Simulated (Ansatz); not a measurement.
# [Cl···H···Si], triplet: transfer scan

Starting geometry:

```yaml
atoms:
  - { symbol: Cl, position_ang: [0.0000, 0.0000, -1.4636] }
  - { symbol: H, position_ang: [0.0000, 0.0000, -0.1848] }
  - { symbol: Si, position_ang: [0.0000, 0.0000, 1.6484] }
```

From there H2 is moved from one fragment to the other while all else, the fragments' distance too, stays fixed; atoms are numbered as listed. Energies are in kJ/mol, counted from the starting geometry at the same level. Kohn–Sham curves are unrestricted where that lies lower.

Basis cc-pVTZ; Ansatz 0.2.0. Only valence electrons are correlated (noble-gas cores frozen). R marks a restricted (for open shells ROHF) determinant, U an unrestricted one.

Full CI isn't at hand for all of this; UCCSDT(Q) serves as the reference, and is uncertain by about the last step of the cluster series. The frozen core follows each run's orbitals, which can shift R against U totals by a few meV.

```tsv
distance Cl1-H2 (Å)	UCCSDT(Q)	curve A	curve B	curve C	curve D
1.279	0.0	0.0	0.0	0.0	0.0
1.335	-0.4	-6.1	-0.3	-0.2	-0.4
1.447	11.5	-3.6	11.8	10.8	11.4
1.560	32.0	11.5	32.4	29.3	32.8
1.672	61.3	39.3	61.7	55.7	68.7
```

The curves come from PBE, RCCSDT, RMP2, RPA-PBE. Compare each with UCCSDT(Q) and say which is which.

A: PBE, B: RCCSDT, C: RPA-PBE, D: RMP2. Spread of the error against UCCSDT(Q), over the points where both stand: A 22.0, B 0.4, C 5.8, D 7.4 kJ/mol.
